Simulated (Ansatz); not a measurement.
Scan of [Br···H···CH3], doublet

Starting geometry:

```xyz
6

Br   -0.5107    0.0000    0.0000
H     0.9099    0.0000    0.0000
C     2.6533    0.0000    0.0000
H     2.6533   -1.0800    0.0000
H     2.6533    0.5400    0.9353
H     2.6533    0.5400   -0.9353
```

From there H2 is moved from one fragment to the other while all else, the fragments' distance too, stays fixed, so the hump isn't the reaction's barrier; atoms are numbered as listed. Energies are in kcal/mol, counted from the starting geometry at the same level.

Basis cc-pVDZ; Ansatz 0.2.0. Correlated methods freeze the noble-gas cores and the filled d shells of p-block atoms. R marks a restricted (for open shells ROHF) determinant, U an unrestricted one. No spin–orbit coupling is included, and no scalar relativity.

Full CI isn't at hand for all of this; UCCSDT(Q) serves as the reference, and is uncertain by about the last step of the cluster series.

```
distance Br1-H2 (Å)  UHF
              1.421  0.0
              1.514  1.6
              1.701  7.4
              1.887  6.8
              2.074  4.9
```

Estimate the UCCSDT(Q) curve in cc-pVDZ from this one, knowing how UHF errs.

The computed UCCSDT(Q) values, in kcal/mol from the starting point, and the error of UHF against them:
```csv
distance Br1-H2 (Å),UCCSDT(Q),UHF less UCCSDT(Q)
1.421,0.0,0.0
1.514,0.0,1.6
1.701,2.7,4.7
1.887,1.0,5.7
2.074,1.9,3.1
```

The error spans 5.7 kcal/mol and is largest, 5.7 kcal/mol, at 1.887 Å.
